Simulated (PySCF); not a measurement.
# Orbital picture of LiS

M06-2X at R = 2.020 Å; Li STO-3G, S STO-3G; no relativity (PySCF 2.14). State: ²Π (doublet), unpaired electrons π ↑. Only the outer orbitals are listed, counted within each symmetry.

```json
{"spin": "α", "orbital": "4σ", "occ.": "1", "ε (eV)": "-55.65", "on Li (%)": "100", "main shells (%)": "100 Li s"}
{"spin": "α", "orbital": "5σ", "occ.": "1", "ε (eV)": "-17.78", "on Li (%)": "6", "main shells (%)": "94 S s"}
{"spin": "α", "orbital": "2π", "occ.": "1", "ε (eV)": "-6.34", "on Li (%)": "13", "main shells (%)": "87 S p, 13 Li p"}
{"spin": "α", "orbital": "6σ", "occ.": "1", "ε (eV)": "-6.00", "on Li (%)": "21", "main shells (%)": "76 S p, 14 Li s"}
{"spin": "α", "orbital": "2π", "occ.": "1", "ε (eV)": "-5.32", "on Li (%)": "17", "main shells (%)": "83 S p, 17 Li p"}
{"spin": "α", "orbital": "7σ", "occ.": "0", "ε (eV)": "0.72", "on Li (%)": "96", "main shells (%)": "66 Li s, 31 Li p"}
{"spin": "α", "orbital": "3π", "occ.": "0", "ε (eV)": "3.13", "on Li (%)": "87", "main shells (%)": "87 Li p, 13 S p"}
{"spin": "α", "orbital": "3π", "occ.": "0", "ε (eV)": "3.49", "on Li (%)": "83", "main shells (%)": "83 Li p, 17 S p"}
{"spin": "β", "orbital": "4σ", "occ.": "1", "ε (eV)": "-55.69", "on Li (%)": "100", "main shells (%)": "100 Li s"}
{"spin": "β", "orbital": "5σ", "occ.": "1", "ε (eV)": "-16.13", "on Li (%)": "7", "main shells (%)": "92 S s"}
{"spin": "β", "orbital": "6σ", "occ.": "1", "ε (eV)": "-5.27", "on Li (%)": "25", "main shells (%)": "72 S p, 19 Li s"}
{"spin": "β", "orbital": "2π", "occ.": "1", "ε (eV)": "-4.56", "on Li (%)": "24", "main shells (%)": "76 S p, 24 Li p"}
{"spin": "β", "orbital": "2π", "occ.": "0", "ε (eV)": "-0.07", "on Li (%)": "49", "main shells (%)": "51 S p, 49 Li p"}
{"spin": "β", "orbital": "7σ", "occ.": "0", "ε (eV)": "0.00", "on Li (%)": "95", "main shells (%)": "58 Li s, 37 Li p"}
{"spin": "β", "orbital": "3π", "occ.": "0", "ε (eV)": "3.45", "on Li (%)": "76", "main shells (%)": "76 Li p, 24 S p"}
```

Q: Which are the highest filled and the lowest empty level, where do they sit, and how wide is the gap?

A: Highest filled β 2π at -4.56 eV (in %: 76 S p, 24 Li p); lowest empty β 2π at -0.07 eV (in %: 51 S p, 49 Li p); the gap at M06-2X is 4.49 eV. Both belong to one degenerate shell, split only by its one-sided filling, so this is no excitation gap.

| Property | Result |
| --- | --- |
| bond order (Mayer) | 1.71 |
| ⟨S²⟩ | 0.762 |
| charge on Li (Mulliken, basis-dependent) | -0.13 |
| charge on Li (Löwdin, basis-dependent) | -0.32 |
| dipole moment (positive dipole means Li(−)S(+)) | -2.34 D |

STO-3G is very small, so such numbers show the basis as much as the molecule. The state is the lowest determinant that a PBE0 search found; another state may lie lower at other levels.
